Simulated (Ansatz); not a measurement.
**CH2NaO+ (SMILES [CH2+][O][Na]): one structure at several levels**

An exercise on one series of results from a longer session: the logs are not shown, and one member is left open.

The runs use Ansatz 0.2.0, Gaussian basis; single points in def2-TZVPP.

Correlated methods freeze the cores. The outer core shell of Li, Na, Mg and K is correlated. B3LYP uses VWN-RPA correlation.

## Where the work starts

SMILES `[CH2+][O][Na]`, 5 atoms, charge 1, spin multiplicity 1.

Atoms are counted from 1 here; the program's logs count them from 0.

Bond lengths: C1–O2 1.263 Å, C1–H4 1.022 Å, C1–H5 1.131 Å, O2–Na3 1.977 Å. Angles: O2–C1–H4 116.9°, O2–C1–H5 128.3°, H4–C1–H5 114.8°, C1–O2–Na3 176.2°.

Coordinates:

```xyz
5

C    -0.60030    0.15030   -0.21800
O     0.53220   -0.14400    0.25700
Na    2.28290   -0.72860    0.96420
H    -0.74670    1.12310   -0.49410
H    -1.47560   -0.53640   -0.41930
```

Set-up of the first run:

run/in.yaml reads:

```yaml
crystal:
  periodic: [false, false, false]
  atoms:
    - {symbol: C, position_ang: [-0.600300, 0.150300, -0.218000]}
    - {symbol: O, position_ang: [0.532200, -0.144000, 0.257000]}
    - {symbol: Na, position_ang: [2.282900, -0.728600, 0.964200]}
    - {symbol: H, position_ang: [-0.746700, 1.123100, -0.494100]}
    - {symbol: H, position_ang: [-1.475600, -0.536400, -0.419300]}
basis:
  gaussian: {orbitals: def2-TZVPP}
total_charge: 1
correlation: {method: ccsd_t}
output: {forces: true}
```

The command line of these runs was not kept.

Among the steps run: CCSD(T)/def2-TZVPP; PBE0-D4/def2-TZVPP; wB97M-V/def2-TZVPP; r2SCAN-D4/def2-TZVPP; PBE-D4/def2-TZVPP; r2SCAN0-D4/def2-TZVPP; B3LYP-D4/def2-TZVPP.

One table of the session follows, with a row left open; its other results are not shown here.

| method | RMS force component (eV/Å) | angle to CCSD(T) forces (°) |
| --- | --- | --- |
| CCSD(T) | 1.691 | reference |
| PBE0-D4 | ? | ? |
| wB97M-V | 1.891 | 5.1 |
| r2SCAN-D4 | 1.838 | 4.0 |
| PBE-D4 | 1.726 | 5.2 |
| r2SCAN0-D4 | 2.033 | 8.2 |
| B3LYP-D4 | 1.830 | 4.1 |

Estimate the missing values for PBE0-D4.

The run gave: RMS force component (eV/Å): 1.965; angle to CCSD(T) forces (°): 6.3. In the column «RMS force component (eV/Å)» it lies between wB97M-V (1.891) and r2SCAN0-D4 (2.033).
